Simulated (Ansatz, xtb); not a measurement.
## Relative energy of two structures of C4H5−

Structure a is `[CH-]=C=CC`, a singlet and structure b is a singlet given by its coordinates. Both are isolated ions in the gas phase, relaxed with PBE0-D3(BJ)/def2-SVPD.

a (Å):

| atom | x (Å) | y (Å) | z (Å) |
| --- | --- | --- | --- |
| C | 0.2588 | 2.0306 | 0.4626 |
| C | -0.7488 | 1.2653 | 0.7012 |
| C | -1.7132 | 0.3563 | 0.9665 |
| C | -2.2954 | -0.5718 | -0.0641 |
| H | 0.0723 | 3.0712 | 0.1512 |
| H | -2.0846 | 0.2524 | 1.9961 |
| H | -3.3900 | -0.4503 | -0.2109 |
| H | -1.8216 | -0.3903 | -1.0413 |
| H | -2.1406 | -1.6469 | 0.1721 |

b (Å):

```xyz
9

C    -0.9424    2.3338    0.9359
C    -1.3702    1.2505    0.2434
C    -1.7755    0.2765   -0.4757
C    -2.0522   -1.1338   -0.0753
H    -1.6457    3.0389    1.3948
H     0.1223    2.5841    1.0142
H    -3.0974   -1.4179   -0.2987
H    -1.8789   -1.3604    1.0038
H    -1.4350   -1.8451   -0.6553
```

Close contacts (Å): C1–C2 1.36, C2–C3 1.28, C3–C4 1.49, C1–H5 1.10, C1–H6 1.10, C4–H7 1.11, C4–H8 1.12, C4–H9 1.11.

Quicker runs give these differences E(b) − E(a): GFN2-xTB −8.34 kJ/mol; HF/STO-3G −2.84 kJ/mol (at GFN2-xTB geometries); r2SCAN-D4/def2-SVPD −1.63 kJ/mol (at GFN2-xTB geometries).

**Question.** Estimate E(b) − E(a) at the level CCSD(T)/def2-SVPD + ΔMP2/def2-TZVPPD.

**Answer.** Too close to call at this level: CCSD(T)/def2-SVPD + ΔMP2/def2-TZVPPD gives E(b) − E(a) = −0.92 kJ/mol.

How the difference moves with the method:

```tsv
level	geometry	E(b) − E(a) (kJ/mol)	departure from the last row (kJ/mol)	job, with rough time for the two
GFN2-xTB	GFN2-xTB	−8.34	−7.42	optimisation, 0.93 s
HF/STO-3G	GFN2-xTB	−2.84	−1.92	single point, 1 s
r2SCAN-D4/def2-SVPD	GFN2-xTB	−1.63	−0.71	single point, 6.3 s
PBE0-D3(BJ)/def2-SVPD	PBE0-D3(BJ)/def2-SVPD	−1.28	−0.36	optimisation, 2.2 min
HF/def2-SVPD	PBE0-D3(BJ)/def2-SVPD	+0.31	+1.23	part of the CCSD(T) run
MP2/def2-SVPD	PBE0-D3(BJ)/def2-SVPD	−1.43	−0.51	part of the CCSD(T) run
CCSD(T)/def2-SVPD	PBE0-D3(BJ)/def2-SVPD	+0.42	+1.34	single point
CCSD(T)/def2-SVPD + ΔMP2/def2-TZVPPD	PBE0-D3(BJ)/def2-SVPD	−0.92		single point, 55 s
```

The largest departure from CCSD(T)/def2-SVPD + ΔMP2/def2-TZVPPD is that of GFN2-xTB, 7.42 kJ/mol. The last row adds to CCSD(T) the change of the MP2 difference between the two basis sets, here −1.34 kJ/mol.

With harmonic frequencies from PBE0-D3(BJ)/def2-SVPD (ideal gas, rigid rotor, one conformer each, 298.15 K, 1 atm): on the last row, ΔE + ΔZPE = −1.07, ΔH = −0.51, ΔG = −1.51 kJ/mol.

The correlated steps freeze 4 core orbitals. Mirror images aren't counted in ΔG. Codes used: Ansatz 0.2.0, xtb 6.7.1; the last row on 2 threads of Intel(R) Xeon(R) Processor @ 2.50GHz (Skylake/Cascade Lake) on a shared host.
